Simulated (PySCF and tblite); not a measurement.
Values are calculated unless marked as measured or tabulated.
C₃H₆O, numbered as in [CH2:1]=[CH:2][CH2:3][OH:4].

The ensemble was built from 90 distance-geometry starts (ETKDG, MMFF94s, GFN2-xTB) and rests on PBE0-D3(BJ)/def2-SVP geometries. Weights use PBE0-D3(BJ)/pcSseg-1 (IEF-PCM, chloroform) energies plus GFN2-xTB zero-point and thermal terms (modes under about 100 cm⁻¹ blended into free rotors). Symmetry numbers and mirror images are counted. Conformers within 3 kcal/mol (GFN2-xTB free energy) were kept, 6 at most. Couplings: B3LYP/pcJ-1 (gas phase; spin-dipole term only for pairs with B, N, F, Si or P). Couplings are for ¹³C, ¹H, ¹⁷O. Of two unlike H on one atom, a is the less shielded (PBE0/pcSseg-1 (IEF-PCM, chloroform)). Codes: tblite and PySCF.

Torsions listed: C1–C2–C3–O4, C2–C3–O4–H4. Of a mirror pair one member is shown.

```
conformer         shape  weight %
        1       8°, 60°      61.7
        2    -125°, 57°      25.0
        3    -1°, -179°       7.4
        4   -127°, -61°       3.3
        5  -133°, -172°       2.7
```

Give the couplings in each conformer and the averages at 298.15 K (pairs that fast motion interchanges averaged).


```json
{"coupling": "¹J(C1,C2)", "pairs": "1", "1": "78.0", "2": "75.1", "3": "78.3", "4": "76.4", "5": "77.6", "average (Hz)": "77.2"}
{"coupling": "³J(C1,O4)", "pairs": "1", "1": "-1.6", "2": "-1.0", "3": "-5.9", "4": "-0.9", "5": "-4.2", "average (Hz)": "-1.9"}
{"coupling": "¹J(C1,H1a)", "pairs": "1", "1": "165.9", "2": "163.7", "3": "171.1", "4": "164.7", "5": "163.6", "average (Hz)": "165.6"}
{"coupling": "¹J(C1,H1b)", "pairs": "1", "1": "170.5", "2": "169.1", "3": "167.6", "4": "169.3", "5": "169.6", "average (Hz)": "169.8"}
{"coupling": "²J(C1,H2)", "pairs": "1", "1": "-0.6", "2": "1.7", "3": "-1.3", "4": "0.3", "5": "1.1", "average (Hz)": "0.0"}
{"coupling": "³J(C1,H3)", "pairs": "2", "1": "5.6", "2": "6.6", "3": "5.6", "4": "6.6", "5": "6.4", "average (Hz)": "5.9"}
{"coupling": "¹J(C2,C3)", "pairs": "1", "1": "44.8", "2": "46.2", "3": "50.1", "4": "47.6", "5": "51.5", "average (Hz)": "45.8"}
{"coupling": "²J(C2,O4)", "pairs": "1", "1": "0.3", "2": "0.1", "3": "-8.8", "4": "0.4", "5": "-10.0", "average (Hz)": "-0.7"}
{"coupling": "²J(H1a,C2)", "pairs": "1", "1": "-2.5", "2": "-1.3", "3": "-3.1", "4": "-1.0", "5": "-1.9", "average (Hz)": "-2.2"}
{"coupling": "²J(H1b,C2)", "pairs": "1", "1": "0.1", "2": "-1.0", "3": "0.1", "4": "-1.4", "5": "-0.7", "average (Hz)": "-0.3"}
{"coupling": "¹J(C2,H2)", "pairs": "1", "1": "159.8", "2": "161.9", "3": "160.9", "4": "156.5", "5": "163.1", "average (Hz)": "160.4"}
{"coupling": "²J(C2,H3)", "pairs": "2", "1": "-4.8", "2": "-2.6", "3": "-6.9", "4": "-2.9", "5": "-5.0", "average (Hz)": "-4.3"}
{"coupling": "³J(C2,H4)", "pairs": "1", "1": "0.8", "2": "1.1", "3": "11.5", "4": "1.1", "5": "11.0", "average (Hz)": "1.9"}
{"coupling": "¹J(C3,O4)", "pairs": "1", "1": "20.9", "2": "20.1", "3": "18.7", "4": "20.8", "5": "19.1", "average (Hz)": "20.5"}
{"coupling": "³J(H1a,C3)", "pairs": "1", "1": "7.0", "2": "8.3", "3": "7.1", "4": "8.3", "5": "8.5", "average (Hz)": "7.4"}
{"coupling": "³J(H1b,C3)", "pairs": "1", "1": "10.6", "2": "13.7", "3": "10.6", "4": "13.8", "5": "14.4", "average (Hz)": "11.6"}
{"coupling": "²J(H2,C3)", "pairs": "1", "1": "11.1", "2": "3.1", "3": "11.8", "4": "3.4", "5": "2.1", "average (Hz)": "8.7"}
{"coupling": "¹J(C3,H3)", "pairs": "2", "1": "145.2", "2": "145.5", "3": "141.9", "4": "145.2", "5": "141.8", "average (Hz)": "144.9"}
{"coupling": "²J(C3,H4)", "pairs": "1", "1": "-3.3", "2": "-3.2", "3": "-2.1", "4": "-3.0", "5": "-2.4", "average (Hz)": "-3.1"}
{"coupling": "³J(H2,O4)", "pairs": "1", "1": "-1.8", "2": "-0.8", "3": "-7.2", "4": "-1.7", "5": "-2.3", "average (Hz)": "-2.0"}
{"coupling": "²J(H3,O4)", "pairs": "2", "1": "-8.8", "2": "-8.2", "3": "-2.7", "4": "-9.7", "5": "-2.9", "average (Hz)": "-8.1"}
{"coupling": "¹J(O4,H4)", "pairs": "1", "1": "-70.3", "2": "-69.7", "3": "-75.3", "4": "-70.2", "5": "-70.9", "average (Hz)": "-70.5"}
{"coupling": "²J(H1a,H1b)", "pairs": "1", "1": "2.3", "2": "2.1", "3": "2.7", "4": "1.8", "5": "2.0", "average (Hz)": "2.2"}
{"coupling": "³J(H1a,H2)", "pairs": "1", "1": "18.4", "2": "18.3", "3": "18.3", "4": "17.9", "5": "18.5", "average (Hz)": "18.3"}
{"coupling": "⁴J(H1a,H3)", "pairs": "2", "1": "-3.5", "2": "-1.6", "3": "-3.6", "4": "-1.7", "5": "-2.0", "average (Hz)": "-2.9"}
{"coupling": "³J(H1b,H2)", "pairs": "1", "1": "11.8", "2": "11.2", "3": "12.0", "4": "11.4", "5": "11.5", "average (Hz)": "11.7"}
{"coupling": "⁴J(H1b,H3)", "pairs": "2", "1": "-3.4", "2": "-1.3", "3": "-3.6", "4": "-1.4", "5": "-1.9", "average (Hz)": "-2.8"}
{"coupling": "³J(H2,H3)", "pairs": "2", "1": "3.0", "2": "7.8", "3": "3.2", "4": "7.5", "5": "7.2", "average (Hz)": "4.5"}
{"coupling": "²J(H3,H3)", "pairs": "1", "1": "-21.3", "2": "-14.5", "3": "-18.1", "4": "-15.4", "5": "-11.7", "average (Hz)": "-18.9"}
{"coupling": "³J(H3,H4)", "pairs": "2", "1": "9.3", "2": "9.3", "3": "1.5", "4": "9.5", "5": "1.7", "average (Hz)": "8.5"}
```
